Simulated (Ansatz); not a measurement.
# Pulling the pair apart

The pair of HCl (SMILES Cl, atoms 1–2) and C₂H₆ (SMILES CC, atoms 3–10), both closed shells, in one local arrangement (a lower one may exist), relaxed at PBE0-D4/def2-TZVP:

```
10
angstrom
Cl 0.0125 -0.4465 -3.1496
H 0.2557 -0.7246 -1.9225
C -0.3948 0.8155 0.6675
C 0.3255 -0.5195 0.5947
H -1.3156 0.7362 1.2494
H 0.2303 1.5763 1.1401
H -0.6644 1.1824 -0.3257
H 1.2566 -0.4431 0.0239
H -0.3018 -1.2900 0.1351
H 0.5959 -0.8867 1.5872
```

C₂H₆ is shifted rigidly along the line between the mean atom positions of the two fragments (negative: closer). Counterpoise interaction energies in kcal/mol. Computed with Ansatz 0.2.0 (basis: def2-TZVPPD); correlated methods freeze the cores. B3LYP uses VWN-RPA correlation.

```tsv
shift (Å)	PBE0-D4	B3LYP-D4	wB97M-V
-0.38	-0.60	-0.03	-0.18
-0.19	-1.36	-1.01	-1.10
0.00	-1.54	-1.29	-1.34
0.19	-1.46	-1.25	-1.27
0.45	-1.19	-1.00	-1.02
0.94	-0.70	-0.51	-0.58
1.88	-0.19	-0.10	-0.19
3.76	0.00	0.04	-0.03
```

At the largest shift the D4 term itself is slightly repulsive (PBE0-D4 +0.6 meV, B3LYP-D4 +1.9 meV): a quirk of that model, not of the functional.

(1) What does CCSD(T) give at these shifts? (To be estimated.)

The T1 diagnostic stays at or below 0.008.

Results:

(1) Computed: 0.24, -0.83, -1.18, -1.20, -1.01, -0.59, -0.19, -0.03 kcal/mol. For zero shift, CCSD(T) at an estimated basis limit (MP2 extrapolated from triple and quadruple zeta, plus CCSD(T) − MP2 in triple zeta) gives -1.46 kcal/mol. These are counterpoise interaction energies, counted from the two frozen fragments.

For scale, one of the runs: CCSD(T)/def2-TZVPPD, 244 basis functions, launched by `ansatz run in.yaml --threads 4 --pin off --events-out ev --progress --plain --max-ram 9574MiB`. Hardware: 4 CPU threads of an Intel Xeon Platinum 8488C, shared host. Wall time 47 s; peak host memory 4.8 GiB.
